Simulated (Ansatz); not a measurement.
```yaml
crystal:
  periodic: [false, false, false]
  atoms:
    - {symbol: B, position_ang: [-1.625591, 0.490499, -0.832325]}
    - {symbol: Si, position_ang: [0.300285, 0.844917, -0.486932]}
    - {symbol: Si, position_ang: [0.919375, -0.945447, 0.913828]}
    - {symbol: H, position_ang: [-1.968379, -0.220280, -1.730242]}
    - {symbol: H, position_ang: [-2.466670, 0.897777, -0.086815]}
    - {symbol: H, position_ang: [0.579811, 2.105142, 0.256397]}
    - {symbol: H, position_ang: [1.174161, 0.785802, -1.691732]}
    - {symbol: H, position_ang: [0.730395, -2.242698, 0.211173]}
    - {symbol: H, position_ang: [0.089681, -0.950975, 2.148349]}
    - {symbol: D, position_ang: [2.349933, -0.816036, 1.301300]}
basis:
  gaussian: {orbitals: def2-TZVP, fitting: {mean_field: cc-pVTZ-jkfit}}
hamiltonian: {xc: {name: revPBE}, dispersion: d3bjatm, pseudopotentials: {relativity: none}}
accuracy: high
scf: {lower_state_search: full}
```

```sh
$ ansatz run in.yaml --threads 2 --pin off --events-out ev --progress --plain --max-ram 4352MiB
```

Output, abridged:

```
Error: YAML parse error: error: line 13 column 16: `D` is not an element symbol (H … Og, case-exact)
11 |     - {symbol: H, position_ang: [0.730395, -2.242698, 0.211173]}
12 |     - {symbol: H, position_ang: [0.089681, -0.950975, 2.148349]}
13 |     - {symbol: D, position_ang: [2.349933, -0.816036, 1.301300]}
14 | basis:
15 |   gaussian: {orbitals: def2-TZVP, fitting: {mean_field: cc-pVTZ-jkfit}}
```

**Question.** Something in this input is off. What?

**Answer.** An element symbol is wrong. The program refused the input.
